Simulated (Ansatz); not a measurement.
A nudged elastic band was laid between two geometries of CH$_{6}$AlSi (9 atoms, charge 1, multiplicity 1).

Level of theory: Ansatz, RKS revPBE/def2-SVP.

| Property | Result |
| --- | --- |
| movable images | 5 |
| climbing image | yes |
| spring | 5.0 eV/Å² |
| optimiser | quadratic models (default) |
| start path | IDPP |
| force threshold | 0.03 eV/Å |
| iteration limit | 60 |
| end points | relaxed |

Image 0:

```xyz
9
Properties=species:S:1:pos:R:3
C -0.607 1.435 -0.642
Si 0.238 -0.218 -0.561
Al 0.602 -1.748 1.447
H 0.104 2.176 -1.077
H -0.994 1.804 0.327
H -1.442 1.364 -1.380
H 0.729 -0.607 -1.935
H 1.975 -1.444 2.180
H -0.604 -2.761 1.641
```

Image 6:

```xyz
9
Properties=species:S:1:pos:R:3
C -0.601 1.436 -0.641
Si 0.241 -0.218 -0.562
Al 0.593 -1.751 1.446
H 0.108 2.177 -1.080
H -0.985 1.807 0.328
H -1.440 1.365 -1.375
H 0.736 -0.604 -1.934
H -0.619 -2.759 1.635
H 1.966 -1.454 2.183
```

**Question.** Which bonds break or form, and what moves?

**Answer.** No bond is made or broken. The dihedral C1–Si2–Al3–H8 goes from -91 to 89°. The two ends are copies of one structure, up to a mirror image or an exchange of like atoms.

**Question.** Give the energies along the band, and the barrier.

**Answer.** It converged. The highest image is number 3 of 0 to 6, 2.4 kcal/mol above the ends, which have the same energy within 2 meV. A vibrational analysis at the climbing image gives one clearly imaginary mode, 130i cm⁻¹: a first-order saddle point. Limits of this set-up: the dipole of an ion depends on the origin.

```json
{"image": "0", "path coordinate (Å)": "0.00", "energy (kcal/mol)": "0.0", "dihedral C1–Si2–Al3–H8 (°)": "-91"}
{"image": "1", "path coordinate (Å)": "0.91", "energy (kcal/mol)": "0.6", "dihedral C1–Si2–Al3–H8 (°)": "-62"}
{"image": "2", "path coordinate (Å)": "1.83", "energy (kcal/mol)": "1.8", "dihedral C1–Si2–Al3–H8 (°)": "-31"}
{"image": "3", "path coordinate (Å)": "2.74", "energy (kcal/mol)": "2.4", "dihedral C1–Si2–Al3–H8 (°)": "0"}
{"image": "4", "path coordinate (Å)": "3.65", "energy (kcal/mol)": "1.8", "dihedral C1–Si2–Al3–H8 (°)": "30"}
{"image": "5", "path coordinate (Å)": "4.57", "energy (kcal/mol)": "0.6", "dihedral C1–Si2–Al3–H8 (°)": "61"}
{"image": "6", "path coordinate (Å)": "5.48", "energy (kcal/mol)": "0.0", "dihedral C1–Si2–Al3–H8 (°)": "89"}
```

**Question.** What is the geometry of the highest image?

**Answer.** 
```xyz
9
Properties=species:S:1:pos:R:3
C -0.084 1.536 -0.676
Si -0.147 -0.315 -0.589
Al 0.263 -1.818 1.505
H 0.646 1.833 -1.467
H 0.168 2.035 0.279
H -1.069 1.906 -1.051
H -0.486 -0.880 -1.946
H 0.601 -0.941 2.779
H 0.108 -3.356 1.165
```

**Question.** What are the harmonic wavenumbers there?

**Answer.** 130i, 72, 120, 300, 376, 404, 517, 597, 621, 674, 742, 884, 1194, 1336, 1338, 1932, 1983, 2167, 2933, 3000, 3106 cm⁻¹.

Time of the run: 59 s on 1 thread of Arm Neoverse V2, on a shared host, peak memory 0.25 GiB.
